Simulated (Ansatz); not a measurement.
# CF2 (SMILES F[C]F): methods side by side

The species is CF2 (3 atoms), meant as a singlet with charge 0. SMILES: `F[C]F`. Geometry: relaxed at GFN2-xTB.

```xyz
3

F     0.3969    1.0328    0.3328
C     0.3268   -0.2722    0.1497
F    -0.7238   -0.7606   -0.4825
```

Each level gives the energy change with the F1–C2 bond stretched from 1.320 to 2.639 Å (eV). The values are calculated.

```csv
level,kind,program,value (eV),less FCI/STO-3G,CPU time (all runs)
HF/STO-3G (restricted),Hartree–Fock,Ansatz,8.93,+5.39,0.13 s
SVWN5/STO-3G (restricted),LDA,Ansatz,5.92,+2.38,1.7 s
PBE/STO-3G (restricted),GGA,Ansatz,5.29,+1.75,2.7 s
revPBE/STO-3G (restricted),GGA,Ansatz,5.08,+1.54,2.6 s
r2SCAN/STO-3G (restricted),meta-GGA,Ansatz,5.73,+2.19,5.5 s
B3LYP/STO-3G (restricted),global hybrid,Ansatz,6.17,+2.63,1.4 s
CAM-B3LYP/STO-3G (restricted),range-separated hybrid,Ansatz,6.91,+3.37,1.6 s
wB97M-V/STO-3G (restricted),range-separated hybrid,Ansatz,7.03,+3.49,21 s
BCCD(T)/STO-3G (restricted),coupled cluster or CI,Ansatz,3.44,-0.10,0.55 s
FCI/STO-3G,exact in the basis,Ansatz,3.54,0.00,1 s
```

FCI/STO-3G is exact within its basis and frozen core, so for wave-function methods in that basis the difference is their error; functionals converge differently with the basis, so for them it is only a difference. Spin-restricted single references rise too steeply as a bond breaks, Hartree–Fock most of all. Perturbation and coupled-cluster corrections on them can overshoot downwards. The first shape isn't each level's own minimum. The values span 3.44 to 8.93 eV. All rows use very small basis sets, so even the best lies far from the true value. CPU times are rough (shared hosts, several kinds of processor): they show what a rung costs within a factor of a few.
